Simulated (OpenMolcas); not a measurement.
**C2H4Si (ethynylsilane) at HF/def2-TZVPP (RICD fitting)**

What is the vertical singlet–triplet gap of C2H4Si (ethynylsilane) at HF/def2-TZVPP (RICD fitting)? 

Program for the calculation: OpenMolcas 26.06.

## (1) The molecule

C2H4Si has 7 atoms, charge 0, and is taken as a singlet. SMILES: `C#C[SiH3]`. The coordinates come from a PBE0-D4/def2-TZVP relaxation.

Bond lengths: C1–C2 1.206 Å, C2–Si3 1.823 Å, C1–H4 1.066 Å, Si3–H5 1.483 Å, Si3–H6 1.483 Å, Si3–H7 1.483 Å. Angles: C1–C2–Si3 180.0°, C2–C1–H4 180.0°, C2–Si3–H5 109.3°, C2–Si3–H6 109.3°, C2–Si3–H7 109.3°, H5–Si3–H6 109.6°, H5–Si3–H7 109.6°, H6–Si3–H7 109.6°.

## (2) The energy at HF/def2-TZVPP (RICD fitting)

Contents of struct.xyz:

```xyz
7

C     -0.580700    -1.871400     0.172200
C     -0.218500    -0.726500     0.062400
Si     0.329800     1.004300    -0.103800
H     -0.901000    -2.883500     0.269300
H     -0.094500     1.528300    -1.425000
H     -0.281700     1.818100     0.974900
H      1.807900     1.062900     0.004400
```

Contents of job.inp:

```
&GATEWAY
  BasLib = $CurrDir
  Coord = struct.xyz
  Basis = def2-TZVPP
  Group = NoSym
  RICD

&SEWARD

&SCF
  PrOrbitals = 1 1
```

The basis set def2-TZVPP is read from a file made from the Basis Set Exchange's data (not shown).

The run is started by

```bash
export MOLCAS_MEM=1860
pymolcas job.inp > job.log
```

The log of the run:

```text
--- Start Module: gateway ---

                                              &GATEWAY

                       available to each process: 1.9 GB of memory, 1 thread

 Basis Set     1 Label: C.DEF2-TZVPP
 Basis set is read from library:.
 basistype.tbl is not found

 Basis Set     2 Label: SI.DEF2-TZVPP
 Basis set is read from library:.
 basistype.tbl is not found

 Basis Set     3 Label: H.DEF2-TZVPP
 Basis set is read from library:.
 basistype.tbl is not found

++    Symmetry information:
      ---------------------

                    Character Table for C1

                             E
                    a        1  x, y, xy, Rz, z, xz, Ry, yz, Rx, I
--

++    Basis set information:
      ----------------------

      Basis set label: C.DEF2-TZVPP.........

      Electronic valence basis set:
      ------------------
      Associated Effective Charge   6.000000 au
      Associated Actual Charge      6.000000 au
      Nuclear Model: Point charge

      Shell  nPrim  nBasis  Cartesian Spherical Contaminant
         s      11       5        X
         p       6       3        X
         d       2       2                 X
         f       1       1                 X

      Basis set label: SI.DEF2-TZVPP.........

      Electronic valence basis set:
      ------------------
      Associated Effective Charge  14.000000 au
      Associated Actual Charge     14.000000 au
      Nuclear Model: Point charge

      Shell  nPrim  nBasis  Cartesian Spherical Contaminant
         s      14       5        X
         p       9       5        X
         d       3       3                 X
         f       1       1                 X

      Basis set label: H.DEF2-TZVPP.........

      Electronic valence basis set:
      ------------------
      Associated Effective Charge   1.000000 au
      Associated Actual Charge      1.000000 au
      Nuclear Model: Point charge

      Shell  nPrim  nBasis  Cartesian Spherical Contaminant
         s       5       3        X
         p       2       2        X
         d       1       1                 X
--

++    Molecular structure info:
      -------------------------

                    ************************************************
                    **** Cartesian Coordinates / bohr, angstrom ****
                    ************************************************

     Center  Label                x              y              z                     x              y              z
        1      C1              -1.097364      -3.536433       0.325411             -0.580700      -1.871400       0.172200
        2      C2              -0.412905      -1.372886       0.117919             -0.218500      -0.726500       0.062400
        3      SI3              0.623232       1.897852      -0.196154              0.329800       1.004300      -0.103800
        4      H4              -1.702643      -5.449025       0.508903             -0.901000      -2.883500       0.269300
        5      H5              -0.178579       2.888068      -2.692860             -0.094500       1.528300      -1.425000
        6      H6              -0.532336       3.435711       1.842294             -0.281700       1.818100       0.974900
        7      H7               3.416436       2.008590       0.008315              1.807900       1.062900       0.004400

                    ***************************************
                    *    InterNuclear Distances / bohr    *
                    ***************************************

               1 C1            2 C2            3 SI3           4 H4            5 H5            6 H6
    1 C1       0.000000
    2 C2       2.278700        0.000000
    3 SI3      5.723979        3.445279        0.000000
    4 H4       2.014458        4.293158        7.738437        0.000000
    5 H5       7.157398        5.109904        2.803029        9.059867        0.000000
    6 H6       7.157583        5.109828        2.802787        9.060137        4.581776        0.000000
    7 H7       7.156970        5.109819        2.802866        9.059337        4.581917        4.581807

               7 H7
    7 H7       0.000000

                    *******************************************
                    *    InterNuclear Distances / angstrom    *
                    *******************************************

               1 C1            2 C2            3 SI3           4 H4            5 H5            6 H6
    1 C1       0.000000
    2 C2       1.205836        0.000000
    3 SI3      3.028999        1.823163        0.000000
    4 H4       1.066005        2.271841        4.095004        0.000000
    5 H5       3.787532        2.704045        1.483299        4.794275        0.000000
    6 H6       3.787630        2.704004        1.483171        4.794418        2.424572        0.000000
    7 H7       3.787306        2.704000        1.483213        4.793995        2.424646        2.424588

               7 H7
    7 H7       0.000000

                    **************************************
                    *    Valence Bond Angles / degree    *
                    **************************************
                          Atom centers                 Phi
                      2 C2       1 C1       4 H4       179.99
                      5 H5       3 SI3      6 H6       109.64
                      5 H5       3 SI3      7 H7       109.64
                      6 H6       3 SI3      7 H7       109.64
--

            Nuclear Potential Energy             83.04789072 au

--- Stop Module: gateway /rc=_RC_ALL_IS_WELL_ ---
--- Module gateway spent 1 second ---

--- Start Module: seward ---

                                              &SEWARD

                       available to each process: 1.9 GB of memory, 1 thread

               SEWARD will generate:
                  Multipole Moment integrals up to order  2
                  Kinetic Energy integrals
                  Nuclear Attraction integrals (point charge)
                  One-Electron Hamiltonian integrals
                  Velocity integrals
                  Orbital angular momentum around (  0.0058  -0.0520  -0.0090 )
                  Velocity quadrupole around (  0.0058  -0.0520  -0.0090 )
                  RI decomposed two-electron repulsion integrals stored Cholesky style
                   - acCD auxiliary basis
                   - CD Threshold:   1.00E-04

                   Integrals are discarded if absolute value <: 1.00E-14
                   Integral cutoff threshold is set to       <: 1.00E-16

            Nuclear Potential Energy             83.04789072 au

      Basis set specifications :
      Symmetry species         a
      Basis functions          160

--- Stop Module: seward /rc=_RC_ALL_IS_WELL_ ---
--- Module seward spent 5 seconds ---

--- Start Module: scf ---

                                                &SCF

                       available to each process: 1.9 GB of memory, 1 thread

++    Input section:
      --------------

      Header of the integral files:

      Cartesian coordinates in angstrom:
      -----------------------------------------------------
      No.  Label        X            Y            Z
      -----------------------------------------------------
       1   C1        -0.58070000  -1.87140000   0.17220000
       2   C2        -0.21850000  -0.72650000   0.06240000
       3   SI3        0.32980000   1.00430000  -0.10380000
       4   H4        -0.90100000  -2.88350000   0.26930000
       5   H5        -0.09450000   1.52830000  -1.42500000
       6   H6        -0.28170000   1.81810000   0.97490000
       7   H7         1.80790000   1.06290000   0.00440000
      -----------------------------------------------------
      Nuclear repulsion energy =   83.04789072
--

++    Orbital specifications:
      -----------------------

      Symmetry species               1
                                     a
      Frozen orbitals                0
      Occupied orbitals             15
      Secondary orbitals           145
      Deleted orbitals               0
      Total number of orbitals     160
      Number of basis functions    160
--

      Molecular charge                           0.000

++    Optimization specifications:
      ----------------------------

      SCF Algorithm: LK-RI/DF
      LK screening threshold:                     4.50E-02
      Local-Exchange (LK) algorithm.
       - the density matrix is decomposed
      The actual AO density is used
      Number of density matrices in core                 5
      Maximum number of NDDO SCF iterations            400
      Maximum number of HF SCF iterations              400
      Threshold for SCF energy change             1.00E-09
      Threshold for density matrix                1.00E-04
      Threshold for Fock matrix                   1.50E-04
      Threshold for linear dependence             1.00E-09
      Threshold at which DIIS is turned on        1.50E-01
      Maximum depth in the DIIS procedure                5
      Maximum depth in the BFGS Hessian update          30
      Threshold at which QNR/C2DIIS is turned on  7.50E-02
      Threshold for Norm(delta) (QNR/C2DIIS)      1.00E-03
      All orbitals punched on: SCFORB
--

      Input vectors read from INPORB
      Orbital file label: *Guess orbitals

++ Convergence information
                                   SCF        iterations: Energy and convergence statistics

Iter     Tot. SCF        One-elec.       Two-elec.     Energy      Max Dij or  Max Fij      DNorm      TNorm      AccCon     Time
         Energy          Energy          Energy        Change      Delta Norm                                                in Sec.
   1  -366.699970355  -665.382816395   215.634955323   0.00E+00    1.78E-01*   1.16E-01*    5.19E+00   1.67E+02   None         1.
   2  -366.959832880  -670.994842131   220.987118535  -2.60E-01*   6.30E-02*   2.44E-02*    5.47E+00   1.68E+02   EDIIS        1.
   3  -366.973048172  -669.666058210   219.645119322  -1.32E-02*   2.82E-02*   9.86E-03*    5.55E+00   1.68E+02   c2DIIS       1.
   4  -366.976347033  -670.096974561   220.072736812  -3.30E-03*   2.51E-02*   5.57E-03*    5.60E+00   1.68E+02   QNRc2DIIS    1.
   5  -366.976796833  -669.948697365   219.924009815  -4.50E-04*   1.07E-02*   4.50E-03*    5.60E+00   1.68E+02   QNRc2DIIS    1.
   6  -366.977169463  -670.009983006   219.984922826  -3.73E-04*   3.41E-03*   6.02E-04*    5.61E+00   1.68E+02   QNRc2DIIS    1.
   7  -366.977182522  -670.012093614   219.987020377  -1.31E-05*   2.94E-04    6.13E-05     5.61E+00   1.68E+02   QNRc2DIIS    1.
   8  -366.977182633  -670.011360565   219.986287216  -1.11E-07*   8.00E-05    2.40E-05     5.61E+00   1.68E+02   QNRc2DIIS    1.
   9  -366.977182648  -670.011696519   219.986623154  -1.58E-08*   1.02E-05    3.16E-06     5.61E+00   1.68E+02   QNRc2DIIS    1.
  10  -366.977182649  -670.011659964   219.986586600  -2.23E-10    3.13E-06    8.71E-07     5.61E+00   1.68E+02   QNRc2DIIS    1.

       Convergence after  10 Iterations
--

 *****************************************************************************************************************************
 *                                             SCF/KS-DFT Program, Final results                                             *
 *                                                       Final Results                                                       *
 *****************************************************************************************************************************

::    Total SCF energy                               -366.9771826487
      One-electron energy                            -670.0116599644
      Two-electron energy                             219.9865865996
      Nuclear repulsion energy                         83.0478907161
      Kinetic energy (interpolated)                   366.8647776956
      Virial theorem                                    1.0003063934
      Total spin, S(S+1)                                0.0000000000
      Total spin, S                                     0.0000000000
      Max non-diagonal density matrix element           0.0000020105
      Max non-diagonal Fock matrix element              0.0000002910

      All orbitals with orbital energies smaller than  E(LUMO)+0.5 are printed

++    Molecular orbitals:
      -------------------

      Title: SCF orbitals

      Molecular orbitals for symmetry species 1: a

          Orbital            1         2         3         4         5         6         7         8         9        10
          Energy          -68.7879  -11.2458  -11.2223   -6.1372   -4.2440   -4.2435   -4.2435   -1.0292   -0.7817   -0.7142
          Occ. No.          2.0000    2.0000    2.0000    2.0000    2.0000    2.0000    2.0000    2.0000    2.0000    2.0000

          Orbital           11        12        13        14        15        16        17        18        19        20
          Energy           -0.5589   -0.5004   -0.5004   -0.4051   -0.4051    0.1261    0.1267    0.1267    0.1677    0.1707
          Occ. No.          2.0000    2.0000    2.0000    2.0000    2.0000    0.0000    0.0000    0.0000    0.0000    0.0000

          Orbital           21        22        23        24        25        26        27        28        29        30
          Energy            0.1848    0.1848    0.2576    0.2794    0.2794    0.3258    0.3398    0.3398    0.3727    0.4248
          Occ. No.          0.0000    0.0000    0.0000    0.0000    0.0000    0.0000    0.0000    0.0000    0.0000    0.0000

          Orbital           31        32        33        34        35        36        37        38
          Energy            0.4248    0.4864    0.4864    0.4908    0.4981    0.5228    0.5228    0.5574
          Occ. No.          0.0000    0.0000    0.0000    0.0000    0.0000    0.0000    0.0000    0.0000

--

++    Molecular charges:
      ------------------

      Mulliken charges per centre and basis function type
      ---------------------------------------------------

                C1      C2      SI3     H4      H5      H6      H7
      1s       3.2286  3.4064  5.0884  0.7707  1.0732  1.0732  1.0732
      2px      0.9561  0.9608  2.7108  0.0099  0.0029  0.0040  0.0136
      2pz      0.9561  0.9627  2.7266  0.0087  0.0113  0.0082  0.0020
      2py      0.9550  0.9414  2.5547  0.0220  0.0032  0.0053  0.0019
      3d2+     0.0059  0.0120  0.0975  0.0005  0.0001  0.0001  0.0003
      3d1+     0.0019  0.0011  0.0348  0.0000  0.0002  0.0002  0.0002
      3d0      0.0002  0.0037  0.0750  0.0002  0.0003  0.0002  0.0001
      3d1-     0.0170  0.0141  0.0850  0.0002  0.0002  0.0002  0.0000
      3d2-     0.0127  0.0131  0.0449  0.0004  0.0000  0.0001  0.0002
      4f3+     0.0017  0.0018  0.0072  0.0000  0.0000  0.0000  0.0000
      4f2+     0.0012  0.0014  0.0019  0.0000  0.0000  0.0000  0.0000
      4f1+     0.0002  0.0002  0.0044  0.0000  0.0000  0.0000  0.0000
      4f0      0.0010  0.0012  0.0025  0.0000  0.0000  0.0000  0.0000
      4f1-     0.0008  0.0007  0.0054  0.0000  0.0000  0.0000  0.0000
      4f2-     0.0006  0.0007  0.0053  0.0000  0.0000  0.0000  0.0000
      4f3-     0.0021  0.0024  0.0037  0.0000  0.0000  0.0000  0.0000
      Total    6.1413  6.3236 13.4481  0.8127  1.0914  1.0914  1.0914

      N-E     -0.1413 -0.3236  0.5519  0.1873 -0.0914 -0.0914 -0.0914

      Total electronic charge=   30.000000

      Total            charge=   -0.000000
--

++    Molecular properties:
      ---------------------

      Charge (e):
                      =   -0.0000
      Dipole Moment (debye):
      Origin of the operator (angstrom)=    0.0031   -0.0275   -0.0048
                   X= -1.4802E-01               Y= -4.6916E-01               Z=  4.5194E-02           Total=  4.9403E-01
      Quadrupole Moment (debye*angstrom):
      Origin of the operator (angstrom)=    0.0031   -0.0275   -0.0048
                  XX= -2.7745E+01              XY=  2.1370E+00              XZ= -2.0499E-01              YY= -2.1670E+01
                  YZ= -6.4736E-01              ZZ= -2.8360E+01
      In traceless form (debye*angstrom)
                  XX= -2.7305E+00              XY=  3.2055E+00              XZ= -3.0748E-01              YY=  6.3828E+00
                  YZ= -9.7105E-01              ZZ= -3.6522E+00
--

--- Stop Module: scf /rc=_RC_ALL_IS_WELL_ ---
--- Module scf spent 9 seconds ---

.##################.
.# Happy landing! #.
.##################.

    Timing: Wall=16.16 User=14.60 System=0.73
```

Run time: 17 s. Hardware: 1 thread of Arm Neoverse N1, shared host; peak memory 0.19 GiB.

[end of part 1 of 2]
